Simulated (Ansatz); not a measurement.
The same path of C2H7Al (10 atoms, charge 0, multiplicity 1) was run twice with different band settings. Lost on the way: Al1–H2, Al1–C3. Made: H2–C3.

These are results of RKS PBE/6-31G* in Ansatz, not measurements.

Relaxed end points:

```xyz
10
Properties=species:S:1:pos:R:3
Al 0.126 -0.089 0.457
H -0.223 -0.310 2.019
C 2.027 0.033 -0.064
H 2.572 -0.888 0.218
H 2.182 0.197 -1.143
H 2.531 0.857 0.477
C -1.374 0.037 -0.820
H -1.936 -0.917 -0.854
H -2.104 0.804 -0.499
H -1.065 0.275 -1.851
```

```xyz
10
Properties=species:S:1:pos:R:3
Al -1.371 -1.131 0.786
H 1.739 0.233 1.429
C 2.157 0.228 0.410
H 2.324 -0.812 0.089
H 1.461 0.723 -0.284
H 3.117 0.767 0.410
C -1.628 -0.154 -0.954
H -2.542 -0.496 -1.480
H -1.737 0.940 -0.806
H -0.783 -0.299 -1.658
```

Common settings: movable images 5; climbing image yes; optimiser quadratic models (default); start path through a guess of the saddle point; force threshold 0.05 eV/Å; iteration limit 60; end points relaxed.

| run | spring |
| --- | --- |
| 1 | 5.0 eV/Å² |
| 2 | 20.0 eV/Å² |

**Question.** What does each run give, and how far can it be trusted?

**Answer.** Run 1: converged after 26 iterations, highest image 2.824 eV above the first end. Neighbouring images differ by up to 2.8 eV, so the band resolves the path poorly. A vibrational analysis at the climbing image gives one clearly imaginary mode, 1121i cm⁻¹: a first-order saddle point.
Run 2: converged after 25 iterations, highest image 2.824 eV above the first end. Neighbouring images differ by up to 2.8 eV, so the band resolves the path poorly. Another band between the same ends (5 images) ends at a top of the same energy, where a vibrational analysis finds 1 clearly imaginary mode.
The orbitals stay closed-shell, which can raise the energy where a bond breaks towards radicals; this wasn't checked here.
